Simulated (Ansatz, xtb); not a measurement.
## Relative energy of two isomers of C4H9FO

Structure a: `C[C@@H](O)[C@@H](C)F`, a singlet. Structure b: `COC(C)(C)F`, a singlet. Both are isolated molecules in the gas phase, relaxed with B3LYP-D3(BJ)/def2-SVP; each stands in its lowest conformer found.

Energies in hartree; the thermal terms are from GFN2-xTB frequencies at re-optimised GFN2-xTB minima (ideal gas, soft modes damped towards free rotors, one conformer each, 298.15 K, 1 atm) and include the zero-point energy:

```
                              a           b
E, CCSD(T)/def2-SVP  −331.788782  −331.787950
    E, MP2/def2-SVP  −331.702793  −331.700729
  E, MP2/def2-TZVPP  −332.338073  −332.332843
  zero-point energy     0.125747     0.124719
       H(298 K) − E     0.134243     0.133386
       G(298 K) − E     0.094581     0.093634
```

Task: Correct the CCSD(T) difference for the basis set by the MP2 change, then work out ΔE, ΔE₀, ΔH and ΔG for a → b in kJ/mol (1 Eh = 2625.50 kJ/mol) and the equilibrium ratio [b]/[a].

Result: 1. Differences b − a: CCSD(T) +0.000832, MP2 in the small set +0.002064, MP2 in the large set +0.005230 Eh.
2. ΔE = +0.000832 + (+0.005230 − (+0.002064)) = +0.003998 Eh = +10.50 kJ/mol.
3. ΔE₀ = ΔE + ΔZPE = +0.003998 + (−0.001028) Eh = +7.80 kJ/mol.
4. ΔH = ΔE + (−0.000857) Eh = +8.25 kJ/mol.
5. ΔG = ΔE + (−0.000947) Eh = +8.01 kJ/mol, so ΔS = (ΔH − ΔG)/T = +0.8 J/(mol K).
6. kT = 0.9442 mEh, so K = [b]/[a] = exp(−ΔG/kT) = exp(−3.23) ≈ 0.04.

The sums favour a, but ΔE leans on the basis-set step (CCSD(T) alone has the other sign or is under 1 kcal/mol), so the order isn't settled. An error of 4 kJ/mol in ΔG would change K by a factor of 5. r2SCAN-D4/def2-SVP, B3LYP-D3(BJ)/def2-SVP found them nearly level. GFN2-xTB, HF/STO-3G, HF/def2-SVP gave ΔE the other sign. Mirror images and further conformers aren't counted.

As drawn, b has 1 C–O, 1 C–H in place of 1 C–C, 1 O–H.

Other levels gave ΔE = −18.2 (GFN2-xTB); −36.6 (HF/STO-3G, GFN2-xTB geometries); −1.8 (r2SCAN-D4/def2-SVP, GFN2-xTB geometries); +0.5 (B3LYP-D3(BJ)/def2-SVP); −2.2 (HF/def2-SVP); +5.4 (MP2/def2-SVP); +2.2 (CCSD(T)/def2-SVP) kJ/mol. The correlated steps freeze 6 core orbitals. Programs: Ansatz 0.2.0, xtb 6.7.1.
